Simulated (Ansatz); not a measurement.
C$_{3}$H$_{6}$ClN, SMILES `C/C=C(\N)Cl` at its PBE0-D4/def2-TZVP geometry, where that method's forces vanish. Charge 0, multiplicity 1.

```json
{"atom": "C1", "x (Å)": "-0.060", "y (Å)": "1.336", "z (Å)": "0.624"}
{"atom": "C2", "x (Å)": "0.742", "y (Å)": "0.086", "z (Å)": "0.465"}
{"atom": "C3", "x (Å)": "0.372", "y (Å)": "-0.932", "z (Å)": "-0.310"}
{"atom": "N4", "x (Å)": "-0.724", "y (Å)": "-0.992", "z (Å)": "-1.148"}
{"atom": "Cl5", "x (Å)": "1.353", "y (Å)": "-2.357", "z (Å)": "-0.418"}
{"atom": "H6", "x (Å)": "0.189", "y (Å)": "2.090", "z (Å)": "-0.131"}
{"atom": "H7", "x (Å)": "-1.137", "y (Å)": "1.151", "z (Å)": "0.554"}
{"atom": "H8", "x (Å)": "0.121", "y (Å)": "1.787", "z (Å)": "1.601"}
{"atom": "H9", "x (Å)": "1.690", "y (Å)": "0.007", "z (Å)": "0.979"}
{"atom": "H10", "x (Å)": "-1.138", "y (Å)": "-1.907", "z (Å)": "-1.234"}
{"atom": "H11", "x (Å)": "-1.408", "y (Å)": "-0.269", "z (Å)": "-0.983"}
```

**Question.** For each bond, give half the difference of the two atoms' forces along it (eV/Å; positive pushes the atoms apart) under PBE-D4, r2SCAN-D4, B3LYP-D4, ωB97M-V in def2-TZVPP. (An estimate is asked.)

**Answer.** Computed: 
```tsv
bond	length (Å)	PBE-D4	r2SCAN-D4	B3LYP-D4	ωB97M-V
C1–C2	1.493	-0.17	0.02	0.17	0.30
C1–H6	1.096	0.13	-0.01	-0.05	-0.12
C1–H7	1.095	0.14	-0.02	-0.05	-0.09
C1–H8	1.092	0.11	-0.02	-0.07	-0.09
C2–C3	1.332	0.39	0.14	-0.11	-0.31
C2–H9	1.081	0.01	-0.11	-0.12	-0.08
C3–N4	1.381	-0.03	0.03	0.17	0.32
C3–Cl5	1.734	0.12	0.14	0.28	0.16
N4–H10	1.008	0.20	-0.01	-0.04	-0.08
N4–H11	1.009	0.22	0.00	-0.07	-0.11
```

B3LYP here is the variant with VWN-RPA as its local correlation; programs differ in this.
